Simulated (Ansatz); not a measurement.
F⁻ beside SiH4O: one fragment in the basis of the whole pair (the partner's atoms are ghosts).

The input file, in.yaml:

```yaml
crystal:
  periodic: [false, false, false]
  atoms:
    - {symbol: Si, position_ang: [0.058366, 0.036634, -0.316151]}
    - {symbol: O, position_ang: [-0.452324, 0.521677, 1.333430]}
    - {symbol: H, position_ang: [-0.957119, -1.089304, -0.381823]}
    - {symbol: H, position_ang: [-0.271885, 1.437808, -0.759173]}
    - {symbol: H, position_ang: [1.449574, -0.354658, 0.147174]}
    - {symbol: H, position_ang: [-0.358109, -0.220352, 1.934156]}
basis:
  gaussian:
    orbitals: "def2-TZVPPD.json"
    ghost_atoms:
      - {symbol: F, position_ang: [0.531596, -0.331804, -1.957612]}
hamiltonian: {xc: hse06, dispersion: d4}
```

The basis file named in the input lies beside it (Basis Set Exchange, JSON).

Launched with

```bash
ansatz run in.yaml --threads 2 --pin off --events-out ev --progress --plain --max-ram 5222MiB
```

The run's output (Ansatz 0.2.0):

```
Functional definition: HSE06
  name "HSE06"
  cite "Heyd, Scuseria & Ernzerhof, J. Chem. Phys. 118, 8207 (2003) doi:10.1063/1.1564060"
  cite "Krukau, Vydrov, Izmaylov & Scuseria, J. Chem. Phys. 125, 224106 (2006) doi:10.1063/1.2404663"
  cite "Heyd & Scuseria, J. Chem. Phys. 120, 7274 (2004) doi:10.1063/1.1668634"
  cite "Ernzerhof & Perdew, J. Chem. Phys. 109, 3313 (1998) doi:10.1063/1.476928"
  cite "Perdew, Burke & Ernzerhof, Phys. Rev. Lett. 77, 3865 (1996) doi:10.1103/PhysRevLett.77.3865"
  parent pbe
  parameter a = 0.25
  parameter omega = 0.11/bohr
  # The whole range is PBE's own exchange, as in plane waves. The composition of these papers is wPBEh.
  exchange = pbe_x - a*pbe_x_sr(omega) + a*exact_x_sr(omega)
  correlation = pbe_c
934 factors; their error is unknown
88 factors; integrals over basis functions are off by at most 3.6e-6 eV
mean field evaluation 1: about -9979.5248 eV, gradient 5.6e1 eV
mean field evaluation 2: about -9911.0771 eV, gradient 1.5e2 eV
mean field evaluation 4: about -9984.8083 eV, gradient 5.1e0 eV
mean field evaluation 8: about -9984.8647 eV, gradient 1.5e-1 eV
mean field evaluation 16: about -9984.8857 eV, gradient 2.2e-5 eV
mean field -9984.88572666 eV, -366.9377824560 hartree, gradient 2.2e-5 eV, S^2 0.000000; 0 other end points of the search recorded, 0 dependent functions left out
reference -9984.88577283 eV, -366.9377841528 hartree; 13, 13 occupied and 183, 183 virtual orbitals, 934 factors
Total energy: -9984.93442366 eV, -366.9395720380 hartree
```

Hardware: 2 CPU threads of an Intel Xeon Platinum 8375C, shared host. Wall time about 2.2 s.
